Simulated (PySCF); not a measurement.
# Static response to an electric field

Species: C₅H₁₀S.
SMILES with atom numbers: `[CH3:1][CH2:2][CH:3]1[CH2:4][S:5][CH2:6]1` (hydrogens: H7, H8, H9 on C1; H10, H11 on C2; H12 on C3; H13, H14 on C4; H15, H16 on C6)

Geometry (PBE0-D3(BJ)/def2-SVP, Å), atoms numbered from 1 in this order:
```
atom  x, y, z in Å
C1     2.1219   -0.0201   -0.0769
C2     0.7973   -0.6952    0.2419
C3    -0.3747   -0.0998   -0.5171
C4    -1.7681   -0.6751   -0.2181
S5    -2.5373    0.9857   -0.3715
C6    -0.7473    1.3609   -0.2056
H7     2.3612   -0.0979   -1.1496
H8     2.9528   -0.4736    0.4840
H9     2.0980    1.0515    0.1783
H10    0.5907   -0.6276    1.3251
H11    0.8587   -1.7731    0.0101
H12   -0.1904   -0.1830   -1.6019
H13   -2.1528   -1.4277   -0.9215
H14   -1.8601   -1.0616    0.8102
H15   -0.4973    1.6561    0.8272
H16   -0.3747    2.1283   -0.8991
```

Level: CAM-B3LYP/def2-SVPD (PySCF), static field, nuclei fixed, core orbitals frozen in the response. The polarisability tensor in these axes (au):

```
x   91.82 -3.96  1.86
y   -3.96 77.53 -1.24
z    1.86 -1.24 67.86
```

Diagonalise the tensor; give its mean and Δα, where Δα² is half the sum of the squared differences of the eigenvalues.

Principal values 67.62, 76.56 and 93.02 au; mean 79.07 au = 11.72 Å³ = 13.04 × 10⁻⁴⁰ C²·m²/J; Δα = 22.31 au (28 % of the mean).

What is the dipole moment, and where does it point?

(1.97, -0.99, 0.18) D, 2.21 D in size, pointing from the negative to the positive side. Measured along this direction, the outermost atoms are S5 at the negative end and H8 at the positive end.

What depolarisation ratio follows for Rayleigh scattering of linearly polarised light, taking the static tensor?

ρ = 3Δα²/(45ᾱ² + 4Δα²) = 1493.3/(281335 + 1991.1) = 0.00527.

Find the Langevin capture rate constant for NH4+ (18.034 u) meeting this molecule (102.050 u), k = 2.342 × 10⁻⁹ cm³/s × √(α in Å³ / reduced mass in u).

The reduced mass is 15.33 u, so k = 2.05 × 10⁻⁹ cm³/s. The formula leaves out the permanent dipole, which adds to the capture rate.

What are the principal values of the traceless quadrupole moment, Θ = ½Σq(3rr − r²1), about the centre of nuclear charge?

-6.39, 0.88, 5.51 D·Å. The values depend on the origin, since the dipole doesn't vanish. The electronic extent ⟨r²⟩ about the same centre is 880 bohr², a root-mean-square distance of 2.10 Å for the 56 electrons.

Isolated species at its PBE0-D3(BJ)/def2-SVP geometry (one conformer only).
